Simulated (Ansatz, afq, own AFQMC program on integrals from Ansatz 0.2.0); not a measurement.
# Where AFQMC and coupled cluster stand for CH3, doublet

```csv
atom,x (Å),y (Å),z (Å)
C,0.0326,-0.0547,0.0002
H,1.1125,-0.0407,-0.0002
H,-1.0052,1.6900,-0.0050
H,-0.4953,-0.9970,0.0032
```

Basis 6-31G. Only valence electrons are correlated. Ansatz 0.2.0 and our own AFQMC program on the same integrals; the CISD trial comes from CCSD amplitudes, and released means the phaseless constraint is let go. ± is one standard error of the sampling.

Determinant: UHF, the one that the program's search chose, which needn't be the lowest solution. The geometry is a point of a scan.

Full CI on the same integrals is exact in this basis and with this determinant's frozen core.

Cautions: strong correlation (T1 0.079, weight of the determinant 0.77, largest double 0.30); unrestricted determinant spin contaminated (⟨S²⟩ 1.49 against 0.75).

The T1 diagnostic is 0.0788, the weight of the determinant in the CISD state is 0.769 and the ⟨S²⟩ of the determinant is 1.492. The size of the correlated space is 7 electrons in 14 orbitals.

```csv
level,correlation energy (eV)
MP2,-1.5810
CCSD,-2.4261
CCSD(T),-2.4960
```

Task: Estimate where AFQMC with the constraint released lies against CCSD(T) on the same integrals.

Result: 44.1 ± 2.4 meV below CCSD(T).

Reference: full CI, correlation energy -2.542 eV. The released energy is read at 2.40 1/Eh (meV from the phaseless value at times in 1/Eh: -2.6 ± 2.4 at 0.24, -5.7 ± 2.0 at 0.51, -5.3 ± 2.1 at 0.99, -6.8 ± 2.2 at 1.62, -5.5 ± 2.4 at 2.40). The cautions show a poor starting determinant, so the rows tell how each method copes with it here, and full CI is the sure value.

| level | E − E(reference) (meV) | share of correlation (%) |
| --- | --- | --- |
| CCSD(T) | 45.9 | 98.20 |
| CCSDT | 5.6 | 99.78 |
| CCSDT(Q) | -0.2 | 100.01 |
| CCSDTQ | 0.4 | 99.98 |
| ph-AFQMC/CISD | 7.3 ± 2.5 | 99.71 |
| released AFQMC | 1.8 ± 2.4 | 99.93 |

CCSDT and higher add their correlation energy to the determinant of the CCSD(T) run, since their own runs factorise the integrals more tightly (a shift of under 2 meV). A walk keeps the symmetry of its determinant, which the program's search chose and which needn't be the lowest solution, so a lower state of the same spin and another symmetry isn't excluded. Released energies are given only where the last usable release times agree within the noise; a slower fall can still hide under it.
